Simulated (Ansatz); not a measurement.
**Molecular dynamics of C3H8F, charge -1**

Input:

```yaml
crystal:
  periodic: [false, false, false]
  atoms:
    - { symbol: F, position_ang: [-0.117517, 0.137843, -2.585755] }
    - { symbol: C, position_ang: [-1.266365, 0.060918, 0.148496] }
    - { symbol: C, position_ang: [0.122679, 0.429674, 0.665763] }
    - { symbol: C, position_ang: [1.202067, -0.42958, 0.010347] }
    - { symbol: H, position_ang: [-1.543481, -0.953287, 0.464362] }
    - { symbol: H, position_ang: [-1.215436, 0.097856, -0.947626] }
    - { symbol: H, position_ang: [-2.034098, 0.744119, 0.533916] }
    - { symbol: H, position_ang: [0.316214, 1.476143, 0.40846] }
    - { symbol: H, position_ang: [0.171733, 0.367039, 1.764039] }
    - { symbol: H, position_ang: [2.208835, -0.099021, 0.296464] }
    - { symbol: H, position_ang: [1.051759, -0.352551, -1.07449] }
    - { symbol: H, position_ang: [1.10381, -1.479353, 0.316123] }
total_charge: -1
basis:
  gaussian: { orbitals: def2-SVP }
hamiltonian:
  xc: hf
md:
  timestep: 0.5
  n_steps: 300
  ensemble: nvt_nose_hoover
  temperature: 500.0
  initial_velocities: maxwell_boltzmann
  seed: 349794
  nose_hoover: { tau: 3.0, chain_length: 1 }
scf:
  lower_state_search: "off"
```

Run as:

```bash
$ ansatz run input.yaml --threads 1 --pin off --max-ram 2048MiB --backend cpu --events-out ev --progress --plain --runs-dir out
```

It starts from a relaxed structure.

Output, in part (step lines, the closing report, with atoms numbered from 0):

```
md step     0: t =     0.00 fs  T =   500.0 K  F+E_penalty+E_count = -5918.41617088 eV  E_kin = 0.646300 eV  conserved = -5917.76987088 eV  (23 SCF iters)
md step     1: t =     0.50 fs  T =   478.5 K  F+E_penalty+E_count = -5918.38756011 eV  E_kin = 0.618511 eV  conserved = -5917.76923490 eV  (24 SCF iters)
md step     2: t =     1.00 fs  T =   421.6 K  F+E_penalty+E_count = -5918.31072530 eV  E_kin = 0.544935 eV  conserved = -5917.76777829 eV  (24 SCF iters)
md step     3: t =     1.50 fs  T =   347.8 K  F+E_penalty+E_count = -5918.20767548 eV  E_kin = 0.449574 eV  conserved = -5917.76596869 eV  (24 SCF iters)
md step     4: t =     2.00 fs  T =   278.7 K  F+E_penalty+E_count = -5918.10531616 eV  E_kin = 0.360267 eV  conserved = -5917.76440782 eV  (24 SCF iters)
md step     5: t =     2.50 fs  T =   231.8 K  F+E_penalty+E_count = -5918.02648804 eV  E_kin = 0.299578 eV  conserved = -5917.76360866 eV  (24 SCF iters)
md step     6: t =     3.00 fs  T =   216.4 K  F+E_penalty+E_count = -5917.98296202 eV  E_kin = 0.279731 eV  conserved = -5917.76373023 eV  (24 SCF iters)
md step     7: t =     3.50 fs  T =   233.8 K  F+E_penalty+E_count = -5917.97313754 eV  E_kin = 0.302154 eV  conserved = -5917.76451746 eV  (24 SCF iters)
[... lines left out ...]
md step   297: t =   148.50 fs  T =   527.3 K  F+E_penalty+E_count = -5917.65463071 eV  E_kin = 0.681572 eV  conserved = -5917.75840914 eV  (25 SCF iters)
md step   298: t =   149.00 fs  T =   534.0 K  F+E_penalty+E_count = -5917.68124903 eV  E_kin = 0.690229 eV  conserved = -5917.75937196 eV  (25 SCF iters)
md step   299: t =   149.50 fs  T =   528.4 K  F+E_penalty+E_count = -5917.69372552 eV  E_kin = 0.682966 eV  conserved = -5917.75962089 eV  (25 SCF iters)
md step   300: t =   150.00 fs  T =   507.4 K  F+E_penalty+E_count = -5917.68739335 eV  E_kin = 0.655843 eV  conserved = -5917.75944819 eV  (25 SCF iters)
Total energy: -5917.68739335 eV, -217.4710005531 hartree
Atom 0 at    -0.012542     0.154684    -2.511269 Å, force    -0.225656    -0.057076    -0.203186 eV/Å
Atom 1 at    -1.366524     0.009358     0.258438 Å, force     0.914275    -1.989735     0.980655 eV/Å
Atom 2 at     0.123663     0.472393     0.583155 Å, force    -0.608058     0.334802    -0.098623 eV/Å
Atom 3 at     1.192109    -0.434672    -0.074471 Å, force    -2.143423    -2.016156    -1.545571 eV/Å
Atom 4 at    -1.825651    -0.983455     0.631764 Å, force     1.364859     1.353669     0.233182 eV/Å
Atom 5 at    -1.298368    -0.141561    -0.778377 Å, force     0.080327    -0.022964    -1.868017 eV/Å
Atom 6 at    -2.136958     0.734127     0.399718 Å, force    -0.345246     1.053112     0.570470 eV/Å
Atom 7 at     0.173111     1.428625     0.064371 Å, force     0.064156     0.114041    -0.224220 eV/Å
Atom 8 at     0.344927     0.756681     1.632707 Å, force    -0.321891    -0.650583    -0.061663 eV/Å
Atom 9 at     2.249415    -0.142802     0.018976 Å, force    -0.396446     0.098861     0.310009 eV/Å
Atom 10 at     0.856616    -0.503022    -1.200227 Å, force     0.873430     0.843100     1.679995 eV/Å
Atom 11 at     1.018094    -1.499039     0.273409 Å, force     0.743673     0.938928     0.226968 eV/Å
Dipole moment:    -0.064376     0.002534     1.262376 e Å
```

The steps, from the saved trajectory:

```json
{"time (fs)": "0.0", "T (K)": "500", "potential energy less start (eV)": "0.000", "conserved less start (meV/atom)": "0.00"}
{"time (fs)": "5.0", "T (K)": "407", "potential energy less start (eV)": "0.420", "conserved less start (meV/atom)": "0.25"}
{"time (fs)": "10.0", "T (K)": "1544", "potential energy less start (eV)": "0.420", "conserved less start (meV/atom)": "0.34"}
{"time (fs)": "15.0", "T (K)": "332", "potential energy less start (eV)": "0.618", "conserved less start (meV/atom)": "0.64"}
{"time (fs)": "20.0", "T (K)": "499", "potential energy less start (eV)": "0.224", "conserved less start (meV/atom)": "0.31"}
{"time (fs)": "25.0", "T (K)": "356", "potential energy less start (eV)": "0.754", "conserved less start (meV/atom)": "0.75"}
{"time (fs)": "30.0", "T (K)": "1041", "potential energy less start (eV)": "0.962", "conserved less start (meV/atom)": "0.79"}
{"time (fs)": "35.0", "T (K)": "345", "potential energy less start (eV)": "1.154", "conserved less start (meV/atom)": "1.40"}
{"time (fs)": "40.0", "T (K)": "474", "potential energy less start (eV)": "0.427", "conserved less start (meV/atom)": "0.88"}
{"time (fs)": "45.0", "T (K)": "213", "potential energy less start (eV)": "0.430", "conserved less start (meV/atom)": "0.88"}
{"time (fs)": "50.0", "T (K)": "532", "potential energy less start (eV)": "0.725", "conserved less start (meV/atom)": "1.14"}
{"time (fs)": "55.0", "T (K)": "364", "potential energy less start (eV)": "1.492", "conserved less start (meV/atom)": "1.86"}
{"time (fs)": "60.0", "T (K)": "410", "potential energy less start (eV)": "0.804", "conserved less start (meV/atom)": "1.41"}
{"time (fs)": "65.0", "T (K)": "176", "potential energy less start (eV)": "0.527", "conserved less start (meV/atom)": "0.86"}
{"time (fs)": "70.0", "T (K)": "482", "potential energy less start (eV)": "0.689", "conserved less start (meV/atom)": "1.31"}
{"time (fs)": "75.0", "T (K)": "338", "potential energy less start (eV)": "1.281", "conserved less start (meV/atom)": "1.45"}
{"time (fs)": "80.0", "T (K)": "479", "potential energy less start (eV)": "1.227", "conserved less start (meV/atom)": "1.70"}
{"time (fs)": "85.0", "T (K)": "421", "potential energy less start (eV)": "0.868", "conserved less start (meV/atom)": "1.12"}
{"time (fs)": "90.0", "T (K)": "389", "potential energy less start (eV)": "0.453", "conserved less start (meV/atom)": "0.98"}
{"time (fs)": "95.0", "T (K)": "265", "potential energy less start (eV)": "0.559", "conserved less start (meV/atom)": "0.89"}
{"time (fs)": "100.0", "T (K)": "679", "potential energy less start (eV)": "0.881", "conserved less start (meV/atom)": "1.27"}
{"time (fs)": "105.0", "T (K)": "483", "potential energy less start (eV)": "0.847", "conserved less start (meV/atom)": "1.17"}
{"time (fs)": "110.0", "T (K)": "377", "potential energy less start (eV)": "0.437", "conserved less start (meV/atom)": "0.73"}
{"time (fs)": "115.0", "T (K)": "500", "potential energy less start (eV)": "0.428", "conserved less start (meV/atom)": "0.92"}
{"time (fs)": "120.0", "T (K)": "525", "potential energy less start (eV)": "0.631", "conserved less start (meV/atom)": "0.81"}
{"time (fs)": "125.0", "T (K)": "468", "potential energy less start (eV)": "0.876", "conserved less start (meV/atom)": "1.08"}
{"time (fs)": "130.0", "T (K)": "637", "potential energy less start (eV)": "0.865", "conserved less start (meV/atom)": "1.05"}
{"time (fs)": "135.0", "T (K)": "574", "potential energy less start (eV)": "0.522", "conserved less start (meV/atom)": "0.67"}
{"time (fs)": "140.0", "T (K)": "435", "potential energy less start (eV)": "0.455", "conserved less start (meV/atom)": "0.72"}
{"time (fs)": "145.0", "T (K)": "721", "potential energy less start (eV)": "0.446", "conserved less start (meV/atom)": "0.64"}
{"time (fs)": "150.0", "T (K)": "507", "potential energy less start (eV)": "0.729", "conserved less start (meV/atom)": "0.87"}
```

The run went to its last step. The conserved energy stayed within 2 meV per atom of its start (net change 0.87 meV per atom), so the integration is sound. A run of 0.15 ps of so small a system gives no equilibrium averages. Limits of this set-up: an anion without diffuse functions, the dipole of an ion depends on the origin.

The same pairs are bonded in the first frame and the last. Pairs count as bonded within 1.25 times the sum of covalent radii (0.12 Å more for H–H).

Last frame:

```xyz
12
Properties=species:S:1:pos:R:3
F -0.013 0.155 -2.511
C -1.367 0.009 0.258
C 0.124 0.472 0.583
C 1.192 -0.435 -0.074
H -1.826 -0.984 0.632
H -1.298 -0.142 -0.778
H -2.137 0.734 0.400
H 0.173 1.429 0.064
H 0.345 0.757 1.633
H 2.249 -0.143 0.019
H 0.857 -0.503 -1.200
H 1.018 -1.499 0.273
```

Run time: 12 min on 1 thread of Intel(R) Xeon(R) Platinum 8259CL CPU @ 2.50GHz (Skylake/Cascade Lake), with other jobs on the host, peak memory 0.18 GiB.
